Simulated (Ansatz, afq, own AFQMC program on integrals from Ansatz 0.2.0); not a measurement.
**Where AFQMC and coupled cluster stand for BNH3, doublet**

```tsv
atom	x (Å)	y (Å)	z (Å)
B	0.0000	0.0246	0.7072
N	0.0000	-0.0432	-0.6198
H	0.0000	1.1152	1.2324
H	0.0000	-0.9691	1.3860
H	0.0000	0.1907	-1.5912
```

Connectivity, by distances: BH2–NH.

Basis cc-pVDZ. Only valence electrons are correlated. AFQMC by an in-house program on the Cholesky factors that Ansatz 0.2.0 writes for its CCSD(T) run. ph-AFQMC/CISD is guided by a CISD state made of CCSD amplitudes; releasing the constraint for a short imaginary time cuts its bias at the price of noise, slowly where states lie close. Free AFQMC starts from the CCSD state and is never constrained. Its projection time is finite, and what remains of the start isn't in its error. ± is one standard error of the sampling.

Determinant: UHF, the one that the program's search chose, which needn't be the lowest solution. The geometry is a PBE0/def2-TZVP stationary point of this or a neighbouring charge and spin state.

No full CI on the walks' own integrals is used here. The released AFQMC energy serves as the reference, which it does only where one determinant dominates, the energy is flat over the last release times and near the phaseless one (40 meV or 2 meV an electron, half that with transition metals). On small molecules, where full CI could be run and the noise was under 10 meV, such values lay within 10 meV of it in 19 cases of 20, a flattering rate, since the rule was set on those same cases; what remains of the bias isn't in the error bar.

Cautions: the released value is read at 2.40 1/Eh with a noise of 20 meV, more than in the cases checked (meV from the phaseless value at times in 1/Eh: -6 ± 10 at 0.24, -22 ± 11 at 0.51, -29 ± 13 at 0.99, -15 ± 13 at 1.62, -23 ± 20 at 2.40).

```
T1 diagnostic                               : 0.0298
weight of the determinant in the CISD state : 0.882
⟨S²⟩ of the determinant                     : 0.775
size of the correlated space                : 11 electrons in 41 orbitals
```

Reference: AFQMC with the constraint released, correlation energy -7.302 ± 0.020 eV.

```json
{"level": "HF", "E − E(reference) (kJ/mol)": "704.6 ± 2.0", "share of correlation (%)": "0.00"}
{"level": "MP2", "E − E(reference) (kJ/mol)": "112.2 ± 2.0", "share of correlation (%)": "84.07"}
{"level": "CCSD", "E − E(reference) (kJ/mol)": "23.2 ± 2.0", "share of correlation (%)": "96.71"}
{"level": "CCSD(T)", "E − E(reference) (kJ/mol)": "4.6 ± 2.0", "share of correlation (%)": "99.35"}
{"level": "ph-AFQMC/HF", "E − E(reference) (kJ/mol)": "-10.9 ± 5.1", "share of correlation (%)": "101.54"}
{"level": "ph-AFQMC/CISD", "E − E(reference) (kJ/mol)": "2.2 ± 2.2", "share of correlation (%)": "99.69"}
{"level": "free AFQMC", "E − E(reference) (kJ/mol)": "1.2 ± 2.5", "share of correlation (%)": "99.82"}
```

Free projections are given only where their last times agree within the noise and don't stop above the reference; a slow remainder of the start can still hide under it. A walk keeps the symmetry of its determinant, which the program's search chose and which needn't be the lowest solution, so a lower state of the same spin and another symmetry isn't excluded. Released energies are given only where the last usable release times agree within the noise; a slower fall can still hide under it.
